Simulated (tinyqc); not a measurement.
Inside a calculation. Method: UKS/PBE in the sto-3g basis, for H2O+, spin multiplicity 2. One step of it, computed by the program tinyqc.

Question. Iteration 19 (converged): orbitals. Diagonalise F' = X^T F X, C = X C', fill 5 alpha and 4 beta electrons from the bottom; D(s) = C_occ C_occ^T. Each column has its largest component positive (the first on a tie).

converged F(alpha) (hartree), order 1O 1s, 1O 2s, 1O 2px, 1O 2py, 1O 2pz, 2H 1s, 3H 1s:
```
[[-19.164710, -4.926137, 0.000000, 0.000082, -0.013532, -0.529487, -0.539074],
 [-4.926137, -2.481766, 0.000000, 0.000809, -0.102704, -0.567007, -0.575158],
 [0.000000, 0.000000, -0.706640, 0.000000, 0.000000, 0.000000, 0.000000],
 [0.000082, 0.000809, 0.000000, -0.690079, 0.000368, -0.255961, 0.258990],
 [-0.013532, -0.102704, 0.000000, 0.000368, -0.671912, -0.239236, -0.241907],
 [-0.529487, -0.567007, 0.000000, -0.255961, -0.239236, -0.630212, -0.175194],
 [-0.539074, -0.575158, 0.000000, 0.258990, -0.241907, -0.175194, -0.633217]]
```

converged F(beta) (hartree), order 1O 1s, 1O 2s, 1O 2px, 1O 2py, 1O 2pz, 2H 1s, 3H 1s:
```
[[-19.146685, -4.912570, 0.000000, 0.000081, -0.013085, -0.528131, -0.537695],
 [-4.912570, -2.406385, 0.000000, 0.000796, -0.099264, -0.556855, -0.564828],
 [0.000000, 0.000000, -0.554468, 0.000000, 0.000000, 0.000000, 0.000000],
 [0.000081, 0.000796, 0.000000, -0.652535, 0.000430, -0.254191, 0.257171],
 [-0.013085, -0.099264, 0.000000, 0.000430, -0.635195, -0.237481, -0.240111],
 [-0.528131, -0.556855, 0.000000, -0.254191, -0.237481, -0.642207, -0.174149],
 [-0.537695, -0.564828, 0.000000, 0.257171, -0.240111, -0.174149, -0.644814]]
```

X, order 1O 1s, 1O 2s, 1O 2px, 1O 2py, 1O 2pz, 2H 1s, 3H 1s:
```
[[-0.411297, -0.011718, 0.690694, 0.000000, 0.608601, 0.002668, 0.217708],
 [0.926180, 0.019356, -0.289017, 0.000000, 0.323540, 0.002858, 0.467177],
 [0.000000, 0.000000, 0.000000, 1.000000, 0.000000, 0.000000, 0.000000],
 [-0.018797, 0.785730, 0.001150, 0.000000, -0.000365, 0.701905, -0.003129],
 [0.435488, 0.007921, 0.685913, 0.000000, -0.597176, 0.000777, 0.231860],
 [-0.549760, -0.704889, -0.224423, 0.000000, -0.186684, 0.400505, 0.388656],
 [-0.585683, 0.681165, -0.221447, 0.000000, -0.184544, -0.395243, 0.393576]]
```

Give: F' = X^T F X; orbital energies; coefficients C; F' = X^T F X; orbital energies; coefficients C; D(alpha) after iteration 19; D(beta) after iteration 19.

Answer.

F' = X^T F X (alpha) (hartree):
```
[[-1.4034, -0.0366, 2.5179, 0.0000, 2.5421, 0.0121, 1.0177],
 [-0.0366, -0.3051, 0.0844, 0.0000, 0.0884, -0.0389, 0.0393],
 [2.5179, 0.0844, -7.4227, 0.0000, -7.5902, -0.0373, -3.9156],
 [0.0000, 0.0000, 0.0000, -0.7066, 0.0000, 0.0000, 0.0000],
 [2.5421, 0.0884, -7.5902, 0.0000, -9.2721, -0.0425, -4.5546],
 [0.0121, -0.0389, -0.0373, 0.0000, -0.0425, -0.7724, -0.0222],
 [1.0177, 0.0393, -3.9156, 0.0000, -4.5546, -0.0222, -3.4454]]
```

orbital energies (alpha) (hartree): [-19.1743, -1.3138, -0.7754, -0.7066, -0.7041, -0.3527, -0.3006]

coefficients C (alpha), order 1O 1s, 1O 2s, 1O 2px, 1O 2py, 1O 2pz, 2H 1s, 3H 1s:
```
[[0.9939, -0.2523, -0.0012, 0.0000, 0.0816, 0.0778, 0.0033],
 [0.0256, 0.9579, 0.0058, 0.0000, -0.3787, -0.4500, -0.0197],
 [0.0000, 0.0000, 0.0000, 1.0000, 0.0000, 0.0000, 0.0000],
 [0.0000, -0.0013, 0.7648, 0.0000, 0.0057, -0.0247, 0.7245],
 [0.0023, 0.1498, -0.0047, 0.0000, 0.8083, -0.6278, -0.0242],
 [-0.0042, 0.0794, 0.3371, 0.0000, 0.2783, 0.7154, -0.6976],
 [-0.0043, 0.0809, -0.3407, 0.0000, 0.2739, 0.6648, 0.7494]]
```

F' = X^T F X (beta) (hartree):
```
[[-1.3654, -0.0360, 2.5095, 0.0000, 2.5459, 0.0118, 1.0601],
 [-0.0360, -0.2982, 0.0841, 0.0000, 0.0884, -0.0117, 0.0401],
 [2.5095, 0.0841, -7.3972, 0.0000, -7.6046, -0.0372, -3.9139],
 [0.0000, 0.0000, 0.0000, -0.5545, 0.0000, 0.0000, 0.0000],
 [2.5459, 0.0884, -7.6046, 0.0000, -9.2437, -0.0424, -4.5399],
 [0.0118, -0.0117, -0.0372, 0.0000, -0.0424, -0.7559, -0.0222],
 [1.0601, 0.0401, -3.9139, 0.0000, -4.5399, -0.0222, -3.4172]]
```

orbital energies (beta) (hartree): [-19.1558, -1.2463, -0.7560, -0.6768, -0.5545, -0.3461, -0.2966]

coefficients C (beta), order 1O 1s, 1O 2s, 1O 2px, 1O 2py, 1O 2pz, 2H 1s, 3H 1s:
```
[[0.9941, -0.2473, -0.0012, 0.0920, 0.0000, 0.0799, 0.0038],
 [0.0249, 0.9351, 0.0058, -0.4267, 0.0000, -0.4550, -0.0223],
 [0.0000, 0.0000, 0.0000, 0.0000, 1.0000, 0.0000, 0.0000],
 [0.0000, -0.0014, 0.7224, 0.0042, 0.0000, -0.0306, 0.7665],
 [0.0022, 0.1527, -0.0039, 0.7710, 0.0000, -0.6723, -0.0286],
 [-0.0041, 0.1054, 0.3782, 0.3111, 0.0000, 0.7003, -0.6742],
 [-0.0041, 0.1073, -0.3806, 0.3062, 0.0000, 0.6446, 0.7318]]
```

D(alpha) after iteration 19, order 1O 1s, 1O 2s, 1O 2px, 1O 2py, 1O 2pz, 2H 1s, 3H 1s:
```
[[1.0581, -0.2471, 0.0000, -0.0002, 0.0305, -0.0019, -0.0019],
 [-0.2471, 1.0618, 0.0000, 0.0011, -0.1626, -0.0275, -0.0283],
 [0.0000, 0.0000, 1.0000, 0.0000, 0.0000, 0.0000, 0.0000],
 [-0.0002, 0.0011, 0.0000, 0.5849, 0.0008, 0.2593, -0.2591],
 [0.0305, -0.1626, 0.0000, 0.0008, 0.6758, 0.2353, 0.2351],
 [-0.0019, -0.0275, 0.0000, 0.2593, 0.2353, 0.1974, -0.0322],
 [-0.0019, -0.0283, 0.0000, -0.2591, 0.2351, -0.0322, 0.1977]]
```

D(beta) after iteration 19, order 1O 1s, 1O 2s, 1O 2px, 1O 2py, 1O 2pz, 2H 1s, 3H 1s:
```
[[1.0578, -0.2457, 0.0000, -0.0002, 0.0354, -0.0020, -0.0020],
 [-0.2457, 1.0571, 0.0000, 0.0011, -0.1862, -0.0321, -0.0326],
 [0.0000, 0.0000, 0.0000, 0.0000, 0.0000, 0.0000, 0.0000],
 [-0.0002, 0.0011, 0.0000, 0.5219, 0.0002, 0.2744, -0.2738],
 [0.0354, -0.1862, 0.0000, 0.0002, 0.6178, 0.2545, 0.2539],
 [-0.0020, -0.0321, 0.0000, 0.2744, 0.2545, 0.2509, -0.0374],
 [-0.0020, -0.0326, 0.0000, -0.2738, 0.2539, -0.0374, 0.2502]]
```
